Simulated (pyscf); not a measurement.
# Substitution at Ge: H₃Ge–SnH₃ + H• -> SnH₃• + GeH₄

Gas phase, doublet surface, charge 0. Bonds broken: Sn1–Ge2. Bonds formed: Ge2–H6. PySCF, gas phase, ωB97X-D3(BJ)/def2-SVP geometries.

Transition state (Å):

```xyz
9

Sn     0.7481    -1.4815     0.3714
Ge     0.0310     0.9717     1.0426
H      1.9305    -2.0318     1.4697
H     -0.6200    -2.4979     0.4150
H      1.3995    -1.4511    -1.2184
H     -0.2894    -0.3610     2.3229
H      0.5086     1.6255    -0.3088
H     -1.4683     1.2965     1.0989
H      0.8526     1.7033     2.1134
```

One imaginary mode, 452i cm⁻¹; descent along it reached the two sides named.

```json
[
 {"bond": "Sn1–Ge2", "change": "breaks", "reactant side (Å)": "2.568", "saddle": "2.6", "product side": "3.8"},
 {"bond": "Ge2–H6", "change": "forms", "reactant side (Å)": "4.0", "saddle": "1.876", "product side": "1.536"}
]
```

Electronic energies relative to the separated reactants (eV):

| level | barrier | reaction energy | reverse barrier |
|---|---|---|---|
| ωB97X-D3(BJ)/def2-TZVP | 0.15 | -0.68 | 0.84 |
| PBE/def2-TZVP | -0.05 | -0.95 | 0.91 |
| r²SCAN/def2-TZVP | -0.11 | -1.04 | 0.93 |
| B3LYP-D3(BJ)/def2-TZVP | -0.03 | -1.07 | 1.05 |
| PBE0-D3(BJ)/def2-TZVP | 0.03 | -0.89 | 0.92 |
| M06-2X/def2-TZVP | 0.07 | -1.18 | 1.25 |
| ωB97M-D3(BJ)/def2-TZVP | 0.15 | -1.07 | 1.21 |
| HF/def2-TZVP | 0.70 | -1.02 | 1.72 |

With ωB97M-D3(BJ)/def2-TZVP energies and thermal terms (ideal gas, 1 atm, RRHO with modes under 100 cm⁻¹ raised to 100, one conformer, R ln 2 for chiral ones without a mode under 150 cm⁻¹), in eV:

```csv
T (K),ΔH‡,ΔG‡,ΔH,ΔG
298,0.16,0.45,-0.98,-1.06
600,0.13,0.75,-1.05,-1.11
900,0.11,1.07,-1.11,-1.13
1200,0.10,1.39,-1.16,-1.13
```

At PBE, r²SCAN, B3LYP-D3(BJ) this geometry lies under the reactants; that is no barrier but a single point on another level's saddle; such a level's own saddle, if it has one, lies nearer that side and is low. This is the saddle that the search found; another between the same sides may lie lower. The angle at the attacked Ge is 64° (front-side attack). Elements up to Kr have no core potential and no relativistic terms here. Elements past Kr carry the def2 core potentials, without spin-orbit coupling.
